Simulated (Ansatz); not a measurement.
**MgScAlO₄: computed properties**

The calculation used Ansatz 0.2.0, DFT PBEsol, scalar-relativistic, plane waves, PAW.

Settings: cutoff 420 eV, Γ-centred mesh 12×12×12 on the computed 7-atom cell, Gaussian smearing of 0.02 eV; no spin polarisation.

The structure is relaxed at this level of theory with its symmetry kept. Whether it is the stable form of this composition wasn't checked.

```cif
data_structure
_symmetry_space_group_name_H-M 'R3m:H'
_symmetry_Int_Tables_number 160
_cell_length_a 3.2396
_cell_length_b 3.2396
_cell_length_c 24.8271
_cell_angle_alpha 90.000
_cell_angle_beta 90.000
_cell_angle_gamma 120.000
_cell_volume 225.65
loop_
_atom_site_label
_atom_site_type_symbol
_atom_site_symmetry_multiplicity
_atom_site_Wyckoff_symbol
_atom_site_fract_x
_atom_site_fract_y
_atom_site_fract_z
_atom_site_occupancy
Mg1 Mg 3 a 0.00000 0.00000 0.21739 1
Sc1 Sc 3 a 0.00000 0.00000 0.00467 1
Al1 Al 3 a 0.66667 0.33333 0.11996 1
O1 O 3 a 0.00000 0.00000 0.12058 1
O2 O 3 a 0.66667 0.33333 0.19523 1
O3 O 3 a 0.00000 0.00000 0.29714 1
O4 O 3 a 0.66667 0.33333 0.04534 1
```

- Space group: R3m (No. 160)
- Volume per atom: 72.5 bohr³
- Formation energy from the elements' standard states (uncorrected): -3.158 eV/atom
- Kohn–Sham band gap: 4.26 eV, indirect from (0.000, 0.281, -0.281) to Γ
- Löwdin character of the top 1 eV of the valence band: O 2p 95 %
- Löwdin character of the lowest 1 eV of the conduction band: Sc 3d 81 %, O 2p 9 %
- Electron masses at the edge by Cartesian direction of the computed cell, whose vectors are (1.620, 0.935, 8.276), (-1.620, 0.935, 8.276), (0.000, -1.870, 8.276) Å (m_e; degenerate bands sorted by energy; no spin-orbit coupling): x: 0.40; y: 0.39; z: 0.51
- Hole masses at the edge by Cartesian direction of the computed cell, whose vectors are (1.620, 0.935, 8.276), (-1.620, 0.935, 8.276), (0.000, -1.870, 8.276) Å (m_e; degenerate bands sorted by energy; no spin-orbit coupling): x: 2.2; y: 2.5; z: 1.4
- Bulk modulus: 173 GPa
- Its pressure derivative: 4.1
- Bader charges (e): Mg (1 in the cell) 1.71, Sc (1 in the cell) 2.03, Al (1 in the cell) 2.53, O (1 in the cell) -1.70, O (1 in the cell) -1.69, O (1 in the cell) -1.43, O (1 in the cell) -1.45

Cost: 8 runs of about 9.9 core-minutes in all, on AMD EPYC 9R45 (Zen 5) (shared hosts).